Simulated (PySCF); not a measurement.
A species of formula H6SSi2 has this rotational fingerprint, computed with PBE0-D3(BJ)/def2-SVP geometry optimisation, gas phase (PySCF):

* Rotational constants: A = 9470, B = 2766, C = 2254 MHz
* Dipole components: |μa| = 0.08 D, |μb| = 1.19 D, |μc| = 0.01 D
* Inertial defect: -11.89 u·Å²
* κ: -0.86

Task: Which structure is it? (One computed conformer of each.)
A. `[SiH3]S[SiH3]`
B. `[SiH3:1][SiH2:2][SH:3]` with Si1–Si2–S3–H -56°

Result: A. It is [SiH3]S[SiH3], an asymmetric top. The candidates at the same level (rigid rotor, commonest isotopes):

| SMILES | A (MHz) | B (MHz) | C (MHz) | μa (D) | μb (D) | μc (D) | Δ (u·Å²) | point group | rotor |
| --- | --- | --- | --- | --- | --- | --- | --- | --- | --- |
| [SiH3][SiH2]S | 9987 | 2230 | 1922 | 0.92 | 0.04 | 0.71 | -14.26 | – | near-prolate asymmetric top |
| [SiH3]S[SiH3] | 9470 | 2766 | 2254 | 0.08 | 1.19 | 0.01 | -11.89 | near Cs | asymmetric top |

`[SiH3][SiH2]S` has B 19 % too low. No structure here is proved a minimum.
